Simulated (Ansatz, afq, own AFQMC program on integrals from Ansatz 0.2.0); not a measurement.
Integrals from Ansatz 0.2.0, then the random walk in our own AFQMC program (afq).

```yaml
crystal:
  periodic: [false, false, false]
  atoms:
    - {symbol: B, position_ang: [0.000000, 0.000000, 0.000000]}
    - {symbol: Al, position_ang: [0.000000, 0.000000, 2.023407]}
basis:
  gaussian: {orbitals: cc-pVDZ}
total_charge: 1
magnetization: {spin_polarized: false, initial_magnetization: 1}
correlation: {method: ccsd_t, electrons: outside_noble_gas, hamiltonian_folder: ham}
```

```sh
$ ansatz run in.yaml --threads 1 --pin off --events-out ev --progress --plain --max-ram 16896MiB --backend cuda --devices 0, --max-vram 18GiB
```

afq runs on the folder ham with

```
--method free --trial cid --walkers 20 --time-step 0.05 --max-blocks 30 --target-error 0.00054 --factor-cut 1e-06 --seed 8528 --times 0.0,0.2,0.4,0.8,1.2 --taylor-order 6
```

Times are imaginary, in 1/Eh. The walk had a cap of 60 s.

Output of the walk:

```
orbitals 26  electrons 3 2  factors 203 of 315
reference energy -266.16265714 Eh
CCSD correlation -0.12226657 Eh in 16 cycles, weight of the determinant in the CISD state 0.8253
repeat  energy at the last time / Eh  error
    10  -266.288882  0.000632
    20  -266.290582  0.000602
    30  -266.290747  0.000521
time / (1/Eh)  energy / Eh  error  mean overlap
  0.00  -266.284917  0.000271  1.1739
  0.20  -266.286725  0.000323  1.1752
  0.40  -266.288451  0.000378  1.1734
  0.80  -266.290931  0.000616  1.1696
  1.20  -266.290747  0.000521  1.1779
energy -266.290747 +/- 0.000521 Eh
```

The run passed its tests (error under three times the target), which doesn't prove that it has relaxed.

Against this walk (error 14.2 meV) on the same determinant: CCSD(T) 1.6 meV lower (within the noise), CCSDT(Q) 63.6 meV lower, CCSDTQ 64.8 meV lower, full CI 65.0 meV lower. The error is statistical, and a free projection of finite length keeps a remainder of its start. Full CI is exact here, so the walk's 65 meV above it is the walk's own error: what remains of the start.

Cautions: remainder of the start not in the error; a spin-contaminated unrestricted determinant lies lower (UHF 798 meV lower, ⟨S²⟩ 1.52); the search met a lower determinant of the same kind, perhaps of another symmetry (29 meV lower), and this one is a saddle point; strong correlation (T1 0.056, weight of the determinant 0.83, largest double 0.23); so few walkers bias the energy; the time-step error isn't removed.

The walk took 1.7 s on 1 × NVIDIA H100 80GB HBM3 with 2 threads of AMD EPYC 7R13 Processor (Zen 3) (shared host) (the card was shared). The log's last line is the free-projection energy.

CCSDT and higher add their correlation energy to the determinant of the CCSD(T) run, since their own runs factorise the integrals more tightly (a shift of under 2 meV). A walk keeps the symmetry of its determinant, which the program's search chose and which needn't be the lowest solution, so a lower state of the same spin and another symmetry isn't excluded.
